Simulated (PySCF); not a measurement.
Telling isomers of C2HFN2O apart by NMR

Theoretical values (PySCF): GIAO PBE0/pcSseg-1 shieldings, J: B3LYP/pcJ-1, geometry: GFN2-xTB. No relativistic terms, isolated molecule, one averaged value for each set of equivalent atoms, one computed conformer.

Referencing at the same level of theory: 1H, 13C against TMS. Multiplet labels drop J under 1 Hz and among equivalent protons, and merge close values. Unscaled 3J(H,H) run several per cent high. One-bond C–F couplings are unscaled and too large by tens of Hz. Shifts are as computed. Against solution values, carbons near 30 ppm lie about +3 ppm off and those near 130 ppm about +5 ppm. Of 1211 compounds with measured shifts, 218 miss one by over three times the rms of a fit or turn the order of signals round; such compounds aren't used in these exercises.

(1) Tabulate the signals of `Fc1nnco1`, `Fc1conn1` and their relative energies.

(2) What is the quickest way to tell Fc1nnco1 from Fc1conn1?

Results:

(1) 
| SMILES | carbon types | δC | δH | E rel. (kcal/mol) |
| --- | --- | --- | --- | --- |
| Fc1nnco1 | 1×C 1×CH | 174.5, 154.8 | 7.98 (d, 1H) | 0.0 |
| Fc1conn1 | 1×C 1×CH | 166.8, 141.5 | 8.61 (d, 1H) | 24.0 |

Energies are electronic energies at PBE0/pcSseg-1 on these geometries, without zero-point or thermal terms, each for the one conformer computed, which needn't be the lowest.

(2) Both give the same number of carbon signals, with the same numbers of each carbon type, so the positions decide. The first has an aromatic CH between two ring heteroatoms at 154.8 ppm, the second an aromatic CH next to the ring oxygen at 141.5 ppm. Their most deshielded carbons lie at 174.5 and 166.8 ppm. In the proton spectra the most deshielded non-exchanging signals are 7.98 (d, J = 1.9 Hz, 1H) and 8.61 (d, J = 8.9 Hz, 1H).
